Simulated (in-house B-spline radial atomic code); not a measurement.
## RPA and G0W0 on LDA VWN5: He

Configuration 1s2, mean-field start LDA VWN5. Computed with a B-spline radial code for spherical atoms: all electrons, non-relativistic, point nucleus, each spin shell either full or empty, empty states to l = 9 with an (l + 1/2)⁻⁴ tail; G0W0 by contour deformation at full frequency.

Command:
```bash
python run_gw.py task.json out
```
Settings (radii: box in bohr, nucleus in fm):
```
Z                        2
electrons                2
configuration            1s2
hamiltonian              nr
method                   lda,vwn
lmax                     9
spin_polarised           False
box_radius               40
intervals                44
ion_configuration        1s1
```

Cost of the run: 1.6 s on 1 thread of AMD EPYC 7R43 64-Core Processor, on a shared host.

Energies (hartree):

```csv
term,value
mean-field total,-2.83484
Hartree-Fock functional on these orbitals,-2.85958
direct second order,-0.098172
second-order exchange,0.049086
SOSEX correction,0.042038
```

Question: What is the RPA correlation energy, and what remains with SOSEX?

Answer: RPA gives -0.084075 hartree (-1.14 eV per electron); RPA + SOSEX gives -0.042037, and the second-order doubles -0.049086 hartree (no singles). SOSEX takes back 50 % of the RPA value, the self-correlation of each of the two electrons.

Quasi-particle levels (eV):

| level | occupied | mean field | Σx - vxc | Σc | QP weight | G0W0 |
| --- | --- | --- | --- | --- | --- | --- |
| 1s | yes | -15.522 | -9.81 | ? | ? | ? |

G0W0 = mean field + (Σx - vxc) + Σc, with Σc (partial-wave tail included) taken at the quasi-particle energy.

Question: Where does G0W0 put 1s?

Answer: At -23.617 eV, with Σc = 1.71 eV and a quasi-particle weight of 0.829. The tabulated removal energy is 24.587 eV (NIST, measured).

Question: What does it cost to remove one electron (to 1s1) by differences of total energies, each species on its own start (correlation terms add to the Hartree-Fock functional)?

Answer: LDA VWN5 24.303 eV, Hartree-Fock functional 23.423 eV, + RPA 25.111 eV, + RPA + SOSEX 24.567 eV, + second order 24.759 eV. Tabulated: 24.587 eV (NIST, measured).
